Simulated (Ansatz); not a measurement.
Compare A (`C=C/C=C\O`) with its isomer B (`C=CCC=O`).

Gas-phase electronic energies from Ansatz, PBE0-D4/def2-TZVP geometries. CBS: MP2 limit from def2 TZ/QZ plus the TZ coupled-cluster correction, frozen cores. This one scheme is used for every species. Functionals use def2-TZVPP. B3LYP here is the variant with VWN-RPA as its local correlation; programs differ in this. One conformer a species, not always the lowest.

A:

```xyz
11

C    -0.5460    0.0367   -1.9414
C    -0.2401   -0.2963   -0.6861
C     0.1909    0.6317    0.3318
C     0.5024    0.3197    1.5962
O     0.4793   -0.8984    2.1708
H    -0.4852    1.0653   -2.2812
H    -0.8643   -0.7053   -2.6623
H    -0.3245   -1.3495   -0.4178
H     0.2728    1.6772    0.0572
H     0.8194    1.0757    2.3044
H     0.1954   -1.5567    1.5285
```

B:

Z-matrix (Å, degrees):
```
C
C 1 1.489
C 1 1.504 2 114.7
H 1 1.096 2 111.8 3 123.5
H 1 1.102 2 111.1 3 -119.5
C 2 1.324 1 124.2 3 -130.5
H 2 1.086 1 116.0 3 48.9
O 3 1.199 1 125.1 2 -4.1
H 3 1.112 1 114.3 2 176.8
H 6 1.086 2 121.7 1 0.5
H 6 1.084 2 121.4 1 -179.7
```

Problem. Which isomer does CCSD(T)/CBS put lower? Give the gap. (Estimate.)

Solution. Computed: B, by 13.1 kJ/mol.

Problem. Give E(B) − E(A) in kJ/mol with CCSD(T)/def2-TZVPP, MP2/def2-TZVPP, PBE-D4, B3LYP-D4, B3LYP, B2PLYP, CCSD/def2-TZVPP. (Best estimate.)

Solution. Computed: CCSD(T)/def2-TZVPP -17.4, MP2/def2-TZVPP -15.2, PBE-D4 -4.4, B3LYP-D4 -9.9, B3LYP -10.0, B2PLYP -13.9, CCSD/def2-TZVPP -20.8. None reverses the order clearly.

Largest T1 diagnostic: 0.013.

From PBE to PBE0 (25 % exact exchange), in def2-TZVPP and without D4, E(B) − E(A) moves by −3.9 kJ/mol. In def2-TZVPP, CCSD(T) changes the Hartree–Fock value by +12.9 kJ/mol (the triples alone add +3.4 kJ/mol) and MP2 by +15.1 kJ/mol.
